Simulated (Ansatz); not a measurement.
Input file:

```yaml
crystal:
  periodic: [false, false, false]
  atoms:
    - {symbol: Si, position_ang: [0.000000, 0.000000, 0.000000]}
    - {symbol: O, position_ang: [0.000000, 0.000000, 3.744000]}
basis:
  gaussian: {orbitals: 6-31G}
magnetization: {spin_polarized: false, initial_magnetization: 2}
correlation: {method: ccsdtq, electrons: outside_noble_gas}
```

```sh
$ ansatz run in.yaml --threads 1 --pin off --events-out ev --progress --plain --max-ram 2393MiB
```

Log:

```
368 factors; integrals over basis functions are off by at most 2.9e-8 eV
mean field evaluation 1: about -9887.0951 eV, gradient 2.7e1 eV
mean field evaluation 2: about -9887.0953 eV, gradient 2.7e1 eV
mean field evaluation 4: about -9887.7181 eV, gradient 2.6e1 eV
mean field evaluation 8: about -9889.5328 eV, gradient 2.2e1 eV
mean field evaluation 16: about -9890.9532 eV, gradient 2.1e-5 eV
mean field evaluation 32: about -9890.9532 eV, gradient 5.9e-3 eV
mean field evaluation 64: about -9892.6082 eV, gradient 2.1e-5 eV
mean field evaluation 96: about -9888.9721 eV, gradient 1.1e0 eV
mean field evaluation 128: about -9892.6783 eV, gradient 2.6e-2 eV
mean field evaluation 160: about -9892.6461 eV, gradient 3.7e-1 eV
...
cycle 290  -6.38378583 eV  change   -1.3e-5 eV  update   4.3e-4
cycle 291  -6.38378461 eV  change    1.2e-6 eV  update   4.8e-4
cycle 292  -6.38378304 eV  change    1.6e-6 eV  update   4.8e-4
cycle 293  -6.38372742 eV  change    5.6e-5 eV  update   5.4e-4
cycle 294  -6.38369548 eV  change    3.2e-5 eV  update   4.3e-4
cycle 295  -6.38369390 eV  change    1.6e-6 eV  update   4.5e-4
cycle 296  -6.38369485 eV  change   -9.5e-7 eV  update   4.3e-4
cycle 297  -6.38369773 eV  change   -2.9e-6 eV  update   4.4e-4
cycle 298  -6.38370216 eV  change   -4.4e-6 eV  update   4.4e-4
cycle 299  -6.38368112 eV  change    2.1e-5 eV  update   5.4e-4
Error: not converged in 300 cycles: update norm 7.950e-4, energy change 1.081e-4 eV, smallest ratio of the change in the update to the step in singles and doubles: 1.3e-3
```

The run gave no result to rely on (not converged).

Ran on 1 thread of Arm Neoverse V2, shared host: 8.2 min wall, 0.52 GiB peak host memory.
